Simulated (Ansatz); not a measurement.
# Other spins and charges of SiH2, singlet at one geometry

Geometry (PBE0/def2-TZVP stationary point for this spin, not checked as a minimum):

```xyz
3

Si    0.0000   -0.0715    0.0000
H     0.0000    0.9958   -1.0900
H     0.0000    0.9958    1.0900
```

Basis cc-pVTZ; Ansatz 0.2.0. Only valence electrons are correlated (noble-gas cores frozen). Prefix R: restricted or restricted open-shell reference. Active spaces: valence = (6e, 6o) chosen from the atoms' valence shells.

Gaps are energies of the second state less the first, at fixed atoms, for a selection of the levels run; each method lands on the state that its own search finds for that charge and spin.

Triplet less singlet: 1.266 eV at full CI (singlet A1, triplet B1, in C2v).

```tsv
level	gap (eV)	error (meV)
CISD	1.165	-101
RCCSD(T)	1.266	0
BCCD(T)	1.266	0
RCCSDT	1.264	-2
RCCSDT(Q)	1.266	0
NEVPT2 (valence space)	1.204	-62
MRCISD (valence space)	1.257	-9
MRCISD+Q (valence space)	1.261	-5
PBE	1.075	-191
PBE0	1.047	-219
```

Removing an electron, to the doublet: 9.505 eV at full CI (singlet A1, doublet ion A1, in C2v).

```
                   level  gap (eV)  error (meV)
                     RHF     8.486        -1019
                    RMP2     9.304         -201
                    CISD     9.355         -150
                   RCCSD     9.463          -42
                RCCSD(T)     9.499           -6
                 BCCD(T)     9.499           -6
                  RCCSDT     9.502           -3
               RCCSDT(Q)     9.505            0
  CASSCF (valence space)     8.748         -757
  NEVPT2 (valence space)     9.226         -279
  MRCISD (valence space)     9.423          -82
MRCISD+Q (valence space)     9.481          -24
                     PBE     9.360         -145
                    PBE0     9.365         -140
                   B3LYP     9.484          -21
                 wB97M-V     9.460          -45
                 RPA-PBE     9.726          221
```

Full CI is exact within this basis and frozen core; it isn't the basis-set limit.
